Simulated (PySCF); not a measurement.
Compound: C4H3OS (charge -1).
Cartesian coordinates in Å at the PBE0-D3(BJ)/def2-SVP level; atoms count from 1:
```xyz
9
C4H3OS angstrom
S      2.8411   -0.6851    0.0071
C      1.1851   -0.3117   -0.0020
C      0.4681    0.8851    0.0001
C     -0.9208    0.5635   -0.0118
C     -0.9964   -0.7995   -0.0210
O      0.2497   -1.3337   -0.0145
H      0.9258    1.8719    0.0086
H     -1.7654    1.2546   -0.0143
H     -1.8275   -1.5026   -0.0280
```

Computed with PySCF at PBE0/pcSseg-1, non-relativistic, on one gas-phase PBE0-D3(BJ)/def2-SVP geometry that isn't relaxed in the solvent. The solvent is an IEF-PCM continuum (van der Waals radii × 1.2). The model holds no explicit solvent molecules, cavitation or dispersion.

Gas phase at PBE0/pcSseg-1: HOMO 0.05 eV, LUMO 5.21 eV.

Problem. What does the continuum do to the energy and the frontier levels at PBE0/pcSseg-1 in cyclohexane and acetone?

Solution. 
```tsv
solvent	ε	E(solvent) − E(gas) (kcal/mol)	polarisation term (kcal/mol)	distortion of the solute (kcal/mol)	HOMO (eV)	LUMO (eV)
cyclohexane	2.017	-29.73	-30.29	0.56	-2.32	3.01
acetone	20.49	-58.95	-62.27	3.32	-4.50	1.04
```

The first energy column is the sum of the next two and covers electrostatics alone. From cyclohexane to acetone the lowering changes by a factor 1.98, Born's factor 1 − 1/ε by 1.89 and ε itself by 10.2.

Problem. Which radius a makes Born's formula ΔE = −(q²/2a)(1 − 1/ε) give the value in acetone?

Solution. a = q²(1 − 1/ε)/(2|ΔE|) = 2.68 Å, with q = -1 e and |ΔE| = 0.0939 Eh; the farthest nucleus lies 2.90 Å from the centroid of the nuclei. The formula assumes a point charge at the centre of a sphere.

Problem. Which IAO charges (PBE0/pcSseg-1) respond most in acetone (means over atoms taken as equivalent)?

Solution. 
```json
{"atoms": "S1", "environment": "thiolate sulfur", "gas (e)": "-0.546", "solvent (e)": "-0.621", "change": "-0.075"}
{"atoms": "H9", "environment": "aromatic hydrogen", "gas (e)": "+0.129", "solvent (e)": "+0.166", "change": "+0.037"}
{"atoms": "H8", "environment": "aromatic hydrogen", "gas (e)": "+0.123", "solvent (e)": "+0.159", "change": "+0.036"}
{"atoms": "C2", "environment": "substituted aromatic carbon", "gas (e)": "+0.061", "solvent (e)": "+0.029", "change": "-0.032"}
{"atoms": "H7", "environment": "aromatic hydrogen", "gas (e)": "+0.131", "solvent (e)": "+0.150", "change": "+0.019"}
{"atoms": "C5", "environment": "aromatic CH next to a ring oxygen", "gas (e)": "-0.070", "solvent (e)": "-0.052", "change": "+0.018"}
```

Problem. Which Mayer bond orders change most in acetone?

Solution. 
```tsv
bond	length (Å)	gas	solvent	change
S1–C2	1.698	1.309	1.196	-0.113
C2–C3	1.395	1.419	1.455	+0.036
C4–C5	1.365	1.572	1.597	+0.025
C5–O6	1.356	1.058	1.048	-0.010
C3–C4	1.426	1.261	1.253	-0.008
C5–H9	1.089	0.992	0.984	-0.008
O6–C2	1.385	0.988	0.994	+0.006
C3–H7	1.088	1.003	1.001	-0.002
```

Problem. How do the nuclear quadrupole coupling constants eQVzz/h respond in acetone?

Solution. 
| nucleus | Q (barn) | gas (MHz) | solvent (MHz) | η gas | η solvent |
| --- | --- | --- | --- | --- | --- |
| 33S at S1 | -0.06781 | -40.03 | -38.93 | 0.33 | 0.24 |
| 17O at O6 | -0.0256 | -9.16 | -8.98 | 0.14 | 0.11 |
